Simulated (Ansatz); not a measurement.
Born–Oppenheimer molecular dynamics of FH₃Si (5 atoms, charge 0, multiplicity 1). It starts from a relaxed structure.

All numbers below come from RKS B3LYP/def2-TZVP (Ansatz 0.2.0).

```yaml
ensemble: NVE (Milne-controlled integrator)
time_step: 0.5 fs
steps_asked: 150
starting_velocities_drawn_for: 700 K
seed: 327279
```

First frame:

```xyz
5
Properties=species:S:1:pos:R:3
Si 0.000 0.000 -0.017
F 0.000 0.000 1.589
H 1.403 0.000 -0.480
H -0.701 1.215 -0.480
H -0.701 -1.215 -0.480
```

Problem. What does the run give?

Solution. The run went to its last step.

```yaml
steps_done: 150
time_covered: 75 fs
mean_temperature_over_the_second_half: 371 K
spread_of_the_potential_energy_over_the_second_half: 5.6 meV per atom
mean_potential_energy_of_the_second_half_above_the_start: 25.5 meV per atom
```

The conserved energy stayed within 0.0058 meV per atom of its start (net change -0.0028 meV per atom), so the integration is sound. The temperature averaged 0.53 of the 700 K drawn at the start: a run that starts near a minimum puts about half its kinetic energy into the potential. A run of 0.075 ps of so small a system gives no equilibrium averages.

Problem. What happens to the structure?

Solution. The same pairs are bonded in the first frame and the last. Pairs count as bonded within 1.25 times the sum of covalent radii (0.12 Å more for H–H). This is one draw of velocities; another would differ in detail.

Problem. How do temperature and energy run in time?

Solution. 
| time (fs) | T (K) | potential energy less start (eV) | conserved less start (meV/atom) |
| --- | --- | --- | --- |
| 0.0 | 700 | 0.000 | 0.00 |
| 2.5 | 539 | 0.062 | 0.00 |
| 5.0 | 362 | 0.131 | 0.00 |
| 7.5 | 230 | 0.182 | 0.00 |
| 10.0 | 43 | 0.255 | 0.00 |
| 12.5 | 89 | 0.237 | 0.00 |
| 15.0 | 278 | 0.164 | 0.00 |
| 17.5 | 364 | 0.130 | 0.00 |
| 20.0 | 539 | 0.063 | 0.00 |
| 22.5 | 616 | 0.033 | 0.00 |
| 25.0 | 447 | 0.098 | 0.00 |
| 27.5 | 342 | 0.139 | 0.00 |
| 30.0 | 274 | 0.165 | 0.00 |
| 32.5 | 152 | 0.212 | 0.00 |
| 35.0 | 261 | 0.170 | 0.00 |
| 37.5 | 395 | 0.118 | 0.00 |
| 40.0 | 365 | 0.130 | 0.00 |
| 42.5 | 426 | 0.106 | 0.00 |
| 45.0 | 458 | 0.094 | 0.00 |
| 47.5 | 357 | 0.133 | 0.00 |
| 50.0 | 381 | 0.124 | 0.00 |
| 52.5 | 343 | 0.138 | 0.00 |
| 55.0 | 212 | 0.189 | 0.00 |
| 57.5 | 266 | 0.168 | 0.00 |
| 60.0 | 316 | 0.149 | 0.00 |
| 62.5 | 292 | 0.158 | 0.00 |
| 65.0 | 436 | 0.102 | 0.00 |
| 67.5 | 462 | 0.092 | 0.00 |
| 70.0 | 365 | 0.130 | 0.00 |
| 72.5 | 442 | 0.100 | 0.00 |
| 75.0 | 437 | 0.102 | 0.00 |

The run took 3.1 min on 1 thread of Arm Neoverse V2, on a shared host, peak memory 0.12 GiB.
